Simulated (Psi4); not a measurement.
# One shape, several levels: H3O+ (SMILES [OH3+])

Aim: a comparison of 6 runs (HF/STO-3G, HF/3-21G, B2PLYP/aug-cc-pVTZ, BHLYP/aug-cc-pVTZ, wB97X-V/aug-cc-pVTZ, MP3/aug-cc-pVTZ) of H3O+. 

The calculation is run with Psi4 1.11.

### 1 Starting point

The species is H3O+ (4 atoms), meant as a singlet with charge +1. SMILES: `[OH3+]`. One bond was lengthened or shortened from a relaxed shape.

Bond lengths: O1–H2 0.978 Å, O1–H3 1.125 Å, O1–H4 0.978 Å. Angles: H2–O1–H3 113.0°, H2–O1–H4 113.0°, H3–O1–H4 113.0°.

### 2 Energy and gradient at HF/STO-3G (run 1)

Input file h3o.inp:

```
memory 2200 mb

molecule mol {
  1 1
  O
  H 1 r2
  H 1 r3 2 a3
  H 1 r4 2 a4 3 d4

  r2 = 0.978205
  r3 = 1.1249
  a3 = 113.02582
  r4 = 0.978188
  a4 = 113.01489
  d4 = -129.94024
  symmetry c1
  no_reorient
  no_com
}

set basis STO-3G
set puream true
set e_convergence 1e-09
set d_convergence 1e-08
set scf_type pk

result, w = gradient("scf", return_wfn=True)
oeprop(w, "LOWDIN_CHARGES", "QUADRUPOLE", "MAYER_INDICES")
print_variables()
```

Command:

```sh
psi4 -n 1 h3o.inp h3o.out
```

h3o.out:

```text
[...]
  Running in c1 symmetry.
[...]
  Nuclear repulsion =   13.346049755232938
[...]
  Multiplicity = 1
[...]
  Nalpha       = 5
  Nbeta        = 5
[...]
    Number of basis functions: 8
[...]
   @RHF iter   1:   -75.30452763195819   -5.93570e-01   1.44477e-02 DIIS/ADIIS
[...]
   @RHF iter   9:   -75.31406970654682   -7.10543e-14   3.43806e-09 DIIS
[...]
    Orbital Energies [Eh]
    ---------------------
    Doubly Occupied:
       1A    -20.837473     2A     -1.749084     3A     -1.085076
       4A     -1.040041     5A     -0.890924
[...]
  @RHF Final Energy:   -75.31406970654682
   => Energetics <=
    Nuclear Repulsion Energy =             13.3460497552329382
    One-Electron Energy =                -126.1150419547543322
    Two-Electron Energy =                  37.4549224929745677
    Total Energy =                        -75.3140697065468316
[...]
  -Total Gradient:
     Atom            X                  Y                   Z
    ------   -----------------  -----------------  -----------------
       1       -0.015102298716    -0.110828387968     0.054775162737
       2        0.000916129599    -0.000584436393    -0.017756647811
       3        0.000883970729     0.101600323997    -0.043653528503
       4        0.013302198388     0.009812500364     0.006635013577
[...]
```

It took 1.6 s on 1 thread of AMD EPYC 7R43 (Zen 3), shared host; peak memory 0.18 GiB.

### 3 A single-point energy at HF/3-21G (run 2)

Input file calc.py:

```python
import psi4

psi4.set_memory(2200000000)
psi4.set_num_threads(1)
psi4.core.set_output_file('output.dat', False)

mol = psi4.geometry("""
1 1
O      0.270577    -0.009973     0.054407
H      0.307667     0.965167     0.122307
H     -0.408890    -0.368290    -0.767380
H      0.096467    -0.446723     0.912187
symmetry c1
no_reorient
no_com
""")

psi4.set_options({
    'reference': 'rhf',
    'puream': True,
    'e_convergence': 1e-09,
    'd_convergence': 1e-08,
    'scf_type': 'pk',
})

result, w = psi4.energy("hf/3-21G", return_wfn=True)
psi4.oeprop(w, "MAYER_INDICES", "QUADRUPOLE", "DIPOLE")
print('E =', round(result, 9))
```

Command:

```sh
python calc.py
```

output.dat:

```text
[...]
  Running in c1 symmetry.
[...]
  Nuclear repulsion =   13.346052362838488
[...]
  Multiplicity = 1
[...]
  Nalpha       = 5
  Nbeta        = 5
[...]
    Number of basis functions: 15
[...]
   @RHF iter   1:   -75.84846858769916   -1.30032e-02   1.32461e-02 DIIS/ADIIS
[...]
   @RHF iter  10:   -75.87268649935308   -7.10543e-14   1.80415e-09 DIIS
[...]
    Orbital Energies [Eh]
    ---------------------
    Doubly Occupied:
       1A    -20.904023     2A     -1.763804     3A     -1.113704
       4A     -1.069880     5A     -0.925948
[...]
  @RHF Final Energy:   -75.87268649935308
   => Energetics <=
    Nuclear Repulsion Energy =             13.3460523628384884
    One-Electron Energy =                -126.8827587341504710
    Two-Electron Energy =                  37.6640198719589065
    Total Energy =                        -75.8726864993530796
[...]
 Multipole Moments:
 ------------------------------------------------------------------------------------
     Multipole            Electronic (a.u.)      Nuclear  (a.u.)        Total (a.u.)
 ------------------------------------------------------------------------------------
 L = 1.  Multiply by 2.5417464519 to convert [e a0] to [Debye]
 Dipole X            :         -4.5046845            4.0815439           -0.4231406
 Dipole Y            :          0.0438035            0.1329800            0.1767835
 Dipole Z            :         -1.1243649            1.3272869            0.2029221
 Magnitude           :                                                    0.5014756
 L = 2.  Multiply by 1.3450342976 to convert [e a0^2] to [Debye ang]
 Quadrupole XX       :         -7.5334613            3.0598712           -4.4735901
 Quadrupole XY       :         -0.4326627            1.3672121            0.9345495
[...]
```

On the terminal:

```text
E = -75.872686499
```

Run time: 1.5 s. Hardware: 1 thread of AMD EPYC 7R43 (Zen 3), shared host; peak memory 0.17 GiB.

Runs 3 to 4 aren't shown in full; the table further down has their settings and results.

### 4 The energy at wB97X-V/aug-cc-pVTZ (run 5)

Input file job.in:

```
memory 2200 MB

molecule {
  1 1
  O      0.270577    -0.009973     0.054407
  H      0.307667     0.965167     0.122307
  H     -0.408890    -0.368290    -0.767380
  H      0.096467    -0.446723     0.912187
  symmetry c1
  no_reorient
  no_com
}

set basis aug-cc-pVTZ
set puream true
set e_convergence 1e-09
set d_convergence 1e-08
set scf_type pk
set dft_radial_points 99
set dft_spherical_points 590

energy_value = energy('wb97x-v')
```

Command:

```sh
psi4 job.in job.out -n 1
```

job.out:

```text
[...]
  Running in c1 symmetry.
[...]
  Nuclear repulsion =   13.346052362838488
[...]
  Multiplicity = 1
[...]
  Nalpha       = 5
  Nbeta        = 5
[...]
    Number of basis functions: 115
[...]
   @RKS iter   1:   -76.63564266812358    2.25717e-02   3.45898e-03 ADIIS/DIIS
[...]
   @RKS iter  10:   -76.69466087955912   -1.87583e-12   1.42201e-09 DIIS
[...]
    Orbital Energies [Eh]
    ---------------------
    Doubly Occupied:
       1A    -19.647002     2A     -1.552246     3A     -1.039116
       4A     -1.005425     5A     -0.841627
[...]
  @RKS Final Energy:   -76.69466087955912
   => Energetics <=
    Nuclear Repulsion Energy =             13.3460523628384884
    One-Electron Energy =                -127.5511659059897625
    Two-Electron Energy =                  44.0224590851951092
    DFT Exchange-Correlation Energy =      -6.5547596961200076
    Empirical Dispersion Energy =           0.0000000000000000
    VV10 Nonlocal Energy =                  0.0427532745170336
    Total Energy =                        -76.6946608795591231
[...]
 Multipole Moments:
 ------------------------------------------------------------------------------------
     Multipole            Electronic (a.u.)      Nuclear  (a.u.)        Total (a.u.)
 ------------------------------------------------------------------------------------
 L = 1.  Multiply by 2.5417464519 to convert [e a0] to [Debye]
 Dipole X            :         -4.2860995            4.0815439           -0.2045556
 Dipole Y            :         -0.0175978            0.1329800            0.1153822
 Dipole Z            :         -1.1757176            1.3272869            0.1515694
 Magnitude           :                                                    0.2795163
[...]
```

Wall time 49 s (1 thread of AMD EPYC 7R43 (Zen 3), shared host); peak memory 0.92 GiB.

### 5 The energy at MP3/aug-cc-pVTZ (run 6)

Input file input.json:

```json
{
 "schema_name": "qcschema_input",
 "schema_version": 1,
 "molecule": {
  "schema_name": "qcschema_molecule",
  "schema_version": 2,
  "symbols": ["O", "H", "H", "H"],
  "geometry": [0.51131643, -0.01884624, 0.10281433, 0.58140637, 1.82390129, 0.23112673, -0.77269012, -0.69596723, -1.45013803, 0.18229621, -0.84418412, 1.7237836],
  "molecular_charge": 1,
  "molecular_multiplicity": 1,
  "fix_symmetry": "c1",
  "fix_com": true,
  "fix_orientation": true
 },
 "driver": "energy",
 "model": {
  "method": "mp3",
  "basis": "aug-cc-pVTZ"
 },
 "keywords": {
  "puream": true,
  "e_convergence": 1e-09,
  "d_convergence": 1e-08,
  "scf_type": "pk",
  "num_frozen_docc": 1,
  "mp_type": "conv"
 }
}
```

Command:

```sh
psi4 --qcschema input.json -n 1 --memory 2200MB
```

stdout:

```text
[...]
  Running in c1 symmetry.
[...]
  Nuclear repulsion =   13.346052389774892
[...]
  Multiplicity = 1
[...]
  Nalpha       = 5
  Nbeta        = 5
[...]
    Number of basis functions: 115
[...]
   @RHF iter   1:   -76.27755939468450   -7.92399e-02   2.63740e-03 ADIIS/DIIS
[...]
   @RHF iter  10:   -76.32165272840632   -3.70903e-12   1.99711e-09 DIIS
[...]
  @RHF Final Energy:   -76.32165272840632
   => Energetics <=
    Nuclear Repulsion Energy =             13.3460523897748917
    One-Electron Energy =                -127.5626923185505319
    Two-Electron Energy =                  37.8949872003693145
    Total Energy =                        -76.3216527284063204
[...]
 Multipole Moments:
 ------------------------------------------------------------------------------------
     Multipole            Electronic (a.u.)      Nuclear  (a.u.)        Total (a.u.)
 ------------------------------------------------------------------------------------
 L = 1.  Multiply by 2.5417464519 to convert [e a0] to [Debye]
 Dipole X            :         -4.3170985            4.0815439           -0.2355546
 Dipole Y            :         -0.0162659            0.1329800            0.1167141
 Dipole Z            :         -1.1816121            1.3272869            0.1456749
 Magnitude           :                                                    0.3005484
[...]
	SCS-MP2 Total Energy (a.u.)        :   -76.58576536716417
	SOS-MP2 Total Energy (a.u.)        :   -76.58537299048923
[...]
	SOS-PI-MP2 Total Energy (a.u.)     :   -76.60565916449561
[...]
	MP2 Total Energy (a.u.)            :   -76.58655012051406
[...]
	SCS-MP3 Total Energy (a.u.)        :   -76.58714869208190
[...]
	MP3 Total Energy (a.u.)            :   -76.59208342018496
[...]
```

The result, in JSON:

```text
{
 "driver": "energy",
 "model": {
  "method": "mp3",
  "basis": "aug-cc-pVTZ"
 },
 "success": true,
 "return_result": -76.59208342018496,
 "properties": {
  "calcinfo_nbasis": 115,
  "calcinfo_nmo": 115,
  "calcinfo_nalpha": 5,
  "calcinfo_nbeta": 5,
  "calcinfo_natom": 4,
  "nuclear_repulsion_energy": 13.346052389774892,
  "return_energy": -76.59208342018496,
  "scf_one_electron_energy": -127.56269231855053,
  "scf_two_electron_energy": 37.894987200369314,
  "scf_dipole_moment": [-0.23555458443064303, 0.1167141253184622, 0.14567486089306847],
  "scf_total_energy": -76.32165272840632,
  "scf_iterations": 10,
  "mp2_same_spin_correlation_energy": -0.06203565204396197,
  "mp2_opposite_spin_correlation_energy": -0.20286174006377933,
  "mp2_singles_energy": 0.0,
  "mp2_doubles_energy": -0.2648973921077413,
  "mp2_correlation_energy": -0.2648973921077413,
  "mp2_total_energy": -76.58655012051406
 }
}
```

Run time: 27 s. Hardware: 1 thread of AMD EPYC 7R43 (Zen 3), shared host; peak memory 1.7 GiB.

### 6 All runs side by side

```csv
run,level,task,frozen core orbitals,energy (Eh),HOMO energy (eV),LUMO energy (eV),HOMO–LUMO gap (eV),wall time
1,HF/STO-3G,gradient,0,-75.314070,-24.24,0.93,25.17,1.6 s
2,HF/3-21G,energy,0,-75.872686,-25.20,-3.14,22.05,1.5 s
3,B2PLYP/aug-cc-pVTZ (density fitting for correlation),energy,1,-76.672806,-22.21,-6.79,15.42,14 s
4,BHLYP/aug-cc-pVTZ,gradient,0,-76.681361,-22.21,-7.08,15.13,24 s
5,wB97X-V/aug-cc-pVTZ,energy,0,-76.694661,-22.90,-5.77,17.14,49 s
6,MP3/aug-cc-pVTZ,energy,1,-76.592083,-25.39,-4.92,20.47,27 s
```

### 7 Outcome

```
                                         quantity         value
                              run 6: total energy  -76.59208 Eh
       run 6: HOMO energy (Hartree–Fock orbitals)     -25.39 eV
       run 6: LUMO energy (Hartree–Fock orbitals)      -4.92 eV
     run 6: HOMO–LUMO gap (Hartree–Fock orbitals)      20.47 eV
run 6: correlation energy (1 core orbital frozen)    -270.4 mEh
```

**Reading.** Over runs 1, 2, 3, 4, 5 the HOMO–LUMO gap runs from 15.13 eV (BHLYP/aug-cc-pVTZ) to 25.17 eV (HF/STO-3G). The two ends differ in method and basis. Totals of different functionals can't be ranked against each other. In run 1 the basis is minimal, so the values are rough. All runs together took 1.9 min, the longest 49 s.
